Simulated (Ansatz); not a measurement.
Reaction (SMILES): O=CO + H+ → [OH2+]C=O
B3LYP-D3(BJ)/def2-TZVP geometries, fixed; electronic energies without zero-point terms; positive where energy is released.
Largest species:
```xyz
6

O     -1.0512    -0.5390    -0.0452
C      0.2216     0.5857     0.0087
O      1.2564     0.1357     0.1286
H     -0.7781    -1.4708    -0.1509
H     -0.3073     1.5344    -0.0525
H     -1.8852    -0.3516    -0.5157
```
Charge +1, spin multiplicity 1.

How fast the proton affinity converges with the basis for several methods (Ansatz, a quantum-chemistry and plane-wave program): deviation from each method's own reference, in kcal/mol. References: B2PLYP 162.67 kcal/mol, the value in aug-pcseg-3; CCSD(T) 162.72 kcal/mol, Hartree-Fock in cc-pVQZ plus the correlation part extrapolated as X^-3 from cc-pVTZ and cc-pVQZ; HF 162.15 kcal/mol, the value in aug-pcseg-3; MP2 161.98 kcal/mol, Hartree-Fock in aug-cc-pVQZ plus the correlation part extrapolated as X^-3 from aug-cc-pVTZ and aug-cc-pVQZ; PBE 162.29 kcal/mol, the value in aug-pcseg-3; PBE0 161.32 kcal/mol, the value in aug-pcseg-3. Cartesian d functions, on some or all atoms, in 6-31G*, 6-31G**; all else is spherical. In correlated methods cores are frozen. Species with rotatable bonds are taken in one conformer. The proton sits at the site shown, which need not be the one that binds it best. No added dispersion term, no relativity. 

| basis | functions | B2PLYP | CCSD(T) | HF | MP2 | PBE | PBE0 |
|---|---|---|---|---|---|---|---|
| 6-31G* | 51 | -0.67 | -0.02 | -3.55 | 0.39 | -0.37 | -1.66 |
| def2-SVP | 57 | 2.10 | 5.31 | -0.92 | 5.39 | 1.11 | 0.21 |
| 6-31G** | 60 | 3.63 | 5.93 | 0.69 | 6.09 | 3.19 | 2.09 |
| 6-311+G** | 84 | 0.87 | 3.89 | -0.46 | 3.94 | -0.27 | -0.33 |
| 6-311++G(2d,2p) | 111 | -0.08 | 2.09 | -1.00 | 2.08 | -0.71 | -0.83 |
| def2-TZVPP | 135 | 0.71 | 1.91 | 0.07 | 2.04 | 0.53 | 0.33 |
| jun-cc-pV(T+d)Z | 159 | -0.20 | 0.63 | -0.44 | 0.77 | -0.28 | -0.32 |
| def2-TZVPPD | 168 | 0.03 | 1.01 | -0.22 | 1.15 | -0.16 | -0.17 |
| 6-311++G(3df,3pd) | 171 | -0.18 | 0.82 | -0.59 | 0.97 | -0.35 | -0.43 |
| aug-pcseg-2 | 207 | -0.05 | 0.67 | -0.19 | 0.81 | -0.16 | -0.16 |
| cc-pVQZ | 255 | 0.58 | 1.02 | 0.22 | 1.33 | 0.65 | 0.48 |
| pcseg-3 | 279 | 0.04 | 0.55 | 0.00 | 0.82 | 0.00 | 0.00 |

Mean absolute deviation over 6-311+G**, 6-311++G(2d,2p), def2-TZVPP, jun-cc-pV(T+d)Z, def2-TZVPPD, 6-311++G(3df,3pd), aug-pcseg-2: B2PLYP 0.30, PBE 0.35, PBE0 0.37, HF 0.42, CCSD(T) 1.57, MP2 1.68 kcal/mol.
